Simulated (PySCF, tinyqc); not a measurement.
Worked calculation: FCI on RHF in the sto-3g basis, for OH-, spin multiplicity 1. The basis has no diffuse functions, so it cannot describe the extra electron: this is an exercise in the method, not the real anion. The lowest restricted solution is unstable here: a spin-polarised one lies 0.0192 hartree lower (PySCF). One step of it, computed by the program tinyqc.

Task: Iteration 1: building the Fock matrix. J_ij = sum D_kl (ij|kl), K_ij = sum D_kl (ik|jl); F = H + J - 0.5 K; E = tr D H + tr D J / 2 - 0.25 tr D K + E_nn.

D at the start, lower triangle:
```
            1O 1s      1O 2s    1O 2px    1O 2py    1O 2pz     2H 1s
1O 1s    2.114859
1O 2s   -0.485941   2.058467
1O 2px   0.000000   0.000000  2.000000
1O 2py   0.000000   0.000000  0.000000  2.000000
1O 2pz   0.012031  -0.044546  0.000000  0.000000  1.968642
2H 1s   -0.054830   0.175225  0.000000  0.000000  0.100615  0.020548
```

core Hamiltonian H = T + V (hartree), lower triangle:
```
             1O 1s      1O 2s     1O 2px     1O 2py     1O 2pz      2H 1s
1O 1s   -31.915412
1O 2s    -7.422139  -8.543942
1O 2px    0.000000   0.000000  -6.742847
1O 2py    0.000000   0.000000   0.000000  -6.742847
1O 2pz   -0.004576  -0.057751   0.000000   0.000000  -6.766910
2H 1s    -0.272858  -0.766781   0.000000   0.000000  -0.661217  -2.864882
```

Two-electron integrals (ij|kl) in chemists' order, unique and non-zero (hartree):
```
(11|11) 4.785065   (21|11) 0.741380   (21|21) 0.136873   (22|11) 1.118947
(22|21) 0.256633   (22|22) 0.817206   (31|31) 0.024477   (32|31) 0.037809
(32|32) 0.180518   (33|11) 1.115814   (33|21) 0.256684   (33|22) 0.817023
(33|33) 0.880159   (41|41) 0.024477   (42|41) 0.037809   (42|42) 0.180518
(43|43) 0.047444   (44|11) 1.115814   (44|21) 0.256684   (44|22) 0.817023
(44|33) 0.785270   (44|44) 0.880159   (51|51) 0.024477   (52|51) 0.037809
(52|52) 0.180518   (53|53) 0.047444   (54|54) 0.047444   (55|11) 1.115814
(55|21) 0.256684   (55|22) 0.817023   (55|33) 0.785270   (55|44) 0.785270
(55|55) 0.880159   (61|11) 0.027319   (61|21) 0.005005   (61|22) 0.009341
(61|33) 0.009329   (61|44) 0.009329   (61|51) 0.000214   (61|52) 0.000407
(61|55) 0.009369   (61|61) 0.000185   (62|11) 0.085614   (62|21) 0.019967
(62|22) 0.073164   (62|33) 0.071926   (62|44) 0.071926   (62|51) 0.001460
(62|52) 0.012562   (62|55) 0.075567   (62|61) 0.000744   (62|62) 0.009261
(63|31) 0.001834   (63|32) 0.011594   (63|53) 0.002473   (63|63) 0.001168
(64|41) 0.001834   (64|42) 0.011594   (64|54) 0.002473   (64|64) 0.001168
(65|11) 0.072689   (65|21) 0.017140   (65|22) 0.067139   (65|33) 0.064511
(65|44) 0.064511   (65|51) 0.002799   (65|52) 0.021354   (65|55) 0.072320
(65|61) 0.000657   (65|62) 0.010339   (65|65) 0.012565   (66|11) 0.299769
(66|21) 0.070945   (66|22) 0.298830   (66|33) 0.291501   (66|44) 0.291501
(66|51) 0.004516   (66|52) 0.055958   (66|55) 0.313381   (66|61) 0.002639
(66|62) 0.054422   (66|65) 0.070551   (66|66) 0.774606
```

nuclear repulsion = 2.40125791 hartree

Give: Coulomb J; exchange K; Fock matrix F; total energy of this density.

Result:

Coulomb J (hartree), lower triangle:
```
          1O 1s    1O 2s  1O 2px  1O 2py  1O 2pz   2H 1s
1O 1s   18.4102
1O 2s    3.5066   8.7200
1O 2px   0.0000   0.0000  8.7121
1O 2py   0.0000   0.0000  0.0000  8.7121
1O 2pz  -0.0016  -0.0054  0.0000  0.0000  8.7124
2H 1s    0.1283   0.7540  0.0000  0.0000  0.6814  3.0071
```

exchange K (hartree), lower triangle:
```
         1O 1s    1O 2s  1O 2px  1O 2py  1O 2pz   2H 1s
1O 1s   9.8259
1O 2s   1.7120   2.8259
1O 2px  0.0000   0.0000  2.3396
1O 2py  0.0000   0.0000  0.0000  2.3396
1O 2pz  0.0009  -0.0180  0.0000  0.0000  2.3311
2H 1s   0.0644   0.2899  0.0000  0.0000  0.2191  0.0961
```

Fock matrix F (hartree), lower triangle:
```
           1O 1s    1O 2s  1O 2px  1O 2py   1O 2pz   2H 1s
1O 1s   -18.4181
1O 2s    -4.7716  -1.2369
1O 2px    0.0000   0.0000  0.7994
1O 2py    0.0000   0.0000  0.0000  0.7994
1O 2pz   -0.0067  -0.0541  0.0000  0.0000   0.7799
2H 1s    -0.1768  -0.1577  0.0000  0.0000  -0.0894  0.0942
```

total energy of this density = -72.980727 hartree
